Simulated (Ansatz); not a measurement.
Process, species as SMILES: [SiH4] (SiH4) → [SiH3-] + H+
B3LYP-D3(BJ)/def2-TZVP geometries, fixed; electronic energies without zero-point terms.

How fast the deprotonation energy converges with the basis for several methods (Ansatz, a program for electronic structure): deviation from each method's own reference, in kcal/mol. References: B3LYP 379.05 kcal/mol, the value in aug-pcseg-3; CCSD(T) 379.61 kcal/mol, Hartree-Fock in aug-cc-pV(Q+d)Z plus the correlation part extrapolated as X^-3 from aug-cc-pV(T+d)Z and aug-cc-pV(Q+d)Z; HF 386.76 kcal/mol, the value in aug-pcseg-3; MP2 380.20 kcal/mol, Hartree-Fock in aug-cc-pV(Q+d)Z plus the correlation part extrapolated as X^-3 from aug-cc-pV(T+d)Z and aug-cc-pV(Q+d)Z; PBE 373.47 kcal/mol, the value in aug-pcseg-3; r2SCAN 378.36 kcal/mol, the value in aug-pcseg-3. All functions are spherical. In correlated methods cores are frozen. No added dispersion term, no relativity. 

```csv
basis,functions,B3LYP,CCSD(T),HF,MP2,PBE,r2SCAN
pcseg-0,21,-3.81,-2.14,-15.53,-4.39,-0.96,-5.69
3-21G,21,0.65,2.99,-8.50,1.07,3.24,-0.71
6-31G,21,-1.57,0.04,-10.10,-1.71,1.25,-1.84
def2-SVP,38,5.88,9.53,2.82,8.83,6.65,4.28
cc-pV(D+d)Z,43,5.22,7.74,3.13,7.18,5.89,3.91
aug-cc-pV(D+d)Z,68,-2.44,-1.90,-2.22,-1.82,-1.90,-2.25
pcseg-2,90,1.20,7.09,0.86,6.30,1.55,0.91
aug-pcseg-2,142,-0.26,1.25,-0.31,1.30,-0.26,-0.26
def2-QZVPP,190,0.99,1.13,0.71,1.44,1.22,0.76
def2-QZVPPD,208,0.49,0.57,0.30,0.88,0.59,0.36
aug-cc-pV(Q+d)Z,273,0.16,-0.08,-0.01,0.04,0.18,0.09
aug-pcseg-3,285,0.00,0.33,0.00,0.59,0.00,0.00
```

Mean absolute deviation over pcseg-2, aug-pcseg-2: HF 0.58, r2SCAN 0.59, B3LYP 0.73, PBE 0.90, MP2 3.80, CCSD(T) 4.17 kcal/mol.
